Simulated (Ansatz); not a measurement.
## Scan of the O1–Al2–Si3–H7 dihedral angle

AlSiH$_{6}$O (SMILES [OH2+][AlH][SiH3]) (charge +1), closed shell, at its PBE0-D4/def2-TZVP minimum:

```tsv
atom	x (Å)	y (Å)	z (Å)
O1	-1.2122	0.7736	-1.2044
Al2	0.1468	1.0094	0.1067
Si3	0.9158	-1.1583	0.9295
H4	-1.5676	-0.0695	-1.5199
H5	-1.6550	1.5061	-1.6581
H6	0.2329	2.5729	0.1355
H7	2.3646	-1.2474	0.6328
H8	0.1417	-2.1908	0.1945
H9	0.6330	-1.1961	2.3834
```

The dihedral angle O1–Al2–Si3–H7 (120.2° at the minimum) is set to the values below, the two halves turning rigidly about the central bond. Each method's energies count from its own value at the PBE0-D4 minimum structure. Program: Ansatz 0.2.0. Basis: def2-TZVPP. Cores are frozen in the correlated methods. B3LYP uses VWN-RPA correlation.

```tsv
dihedral angle (°)	CCSD(T) (eV)	wB97M-V (eV)	r2SCAN-D4 (eV)	PBE-D4 (eV)
-178.9	?	0.0112	0.0104	0.0097
-165.6	?	0.0098	0.0090	0.0083
-152.2	0.0062	0.0065	0.0059	0.0055
-138.9	0.0029	0.0031	0.0027	0.0024
-125.6	0.0011	0.0011	0.0008	0.0006
127.8	0.0005	0.0005	0.0005	0.0004
141.1	0.0030	0.0032	0.0029	0.0028
154.4	?	0.0070	0.0065	0.0060
167.8	0.0095	0.0102	0.0094	0.0088
```

Fill in the withheld CCSD(T) values. (Judge from chemistry; the value comes from the calculation.)

The calculation gives: 0.0106 eV at -178.9°; 0.0092 eV at -165.6°; 0.0065 eV at 154.4°. These count from the CCSD(T) energy at the PBE0-D4 minimum.

Largest difference from the CCSD(T) curve over the scan: PBE0-D4 0.0009; B3LYP-D4 0.0002; HF 0.0010; MP2 0.0004 eV. Each curve counts from its own value at the minimum.

The T1 diagnostic stays at or below 0.012.

For scale, one of the runs: CCSD(T)/def2-TZVPP, 199 basis functions, launched by `ansatz run in.yaml --threads 2 --pin off --events-out ev --progress --plain --max-ram 4352MiB`. Time: 29 s of wall clock on 2 CPU threads of an Arm Neoverse V2; the host was shared. Peak host memory: 2.2 GiB.
